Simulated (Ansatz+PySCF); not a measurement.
Values are calculated unless marked as measured or tabulated.
## Ansatz (development build ahead of 0.2.0) run

```yaml
crystal:
  periodic: [false, false, false]
  atoms:
    - { symbol: C, position_ang: [0.07227, 0.0, -1.57439] }
    - { symbol: C, position_ang: [-0.51005, 0.0, -0.24235] }
    - { symbol: C, position_ang: [0.14523, 0.72247, 0.87476] }
    - { symbol: C, position_ang: [0.14523, -0.72247, 0.87476] }
    - { symbol: H, position_ang: [1.14787, 0.0, -1.70678] }
    - { symbol: H, position_ang: [-0.55176, 0.0, -2.45751] }
    - { symbol: H, position_ang: [-1.59424, 0.0, -0.20749] }
    - { symbol: H, position_ang: [-0.49836, 1.24346, 1.57406] }
    - { symbol: H, position_ang: [1.07109, 1.23655, 0.64544] }
    - { symbol: H, position_ang: [-0.49836, -1.24346, 1.57406] }
    - { symbol: H, position_ang: [1.07109, -1.23655, 0.64544] }
basis:
  gaussian: { orbitals: cc-pVTZ }
magnetization:
  initial_magnetization: 1
hamiltonian:
  xc: hf
correlation:
  method: mp2
  frozen_orbitals: { C: 1, H: 0 }
output:
  forces: true
```

The input is written out in the form of the current development build from the run's settings. Correlation on restricted open-shell orbitals is semicanonical, with singles.

Results

```
Converged                                                          : yes
Reference energy                                                   : -155.51391 hartree
Correlation energy                                                 : -0.65929 hartree
Total energy                                                       : -156.17320 hartree
Spin squared of the determinant                                    : 0.750
Stability test                                                     : minimum among restricted orbitals
Occupied orbitals by symmetry in an Abelian subgroup (alpha; beta) : 11 A' 5 A''; 11 A' 4 A''
```

Forces (eV/Å):
```json
{"atom": "C1", "Fx": "0.079", "Fy": "0.000", "Fz": "-0.235"}
{"atom": "C2", "Fx": "-1.164", "Fy": "0.000", "Fz": "-1.418"}
{"atom": "C3", "Fx": "0.497", "Fy": "2.148", "Fz": "0.806"}
{"atom": "C4", "Fx": "0.497", "Fy": "-2.148", "Fz": "0.806"}
{"atom": "H5", "Fx": "-0.150", "Fy": "0.000", "Fz": "0.068"}
{"atom": "H6", "Fx": "0.099", "Fy": "0.000", "Fz": "0.147"}
{"atom": "H7", "Fx": "0.152", "Fy": "0.000", "Fz": "-0.067"}
{"atom": "H8", "Fx": "0.119", "Fy": "-0.043", "Fz": "-0.094"}
{"atom": "H9", "Fx": "-0.124", "Fy": "-0.045", "Fz": "0.041"}
{"atom": "H10", "Fx": "0.119", "Fy": "0.043", "Fz": "-0.094"}
{"atom": "H11", "Fx": "-0.124", "Fy": "0.045", "Fz": "0.041"}
```
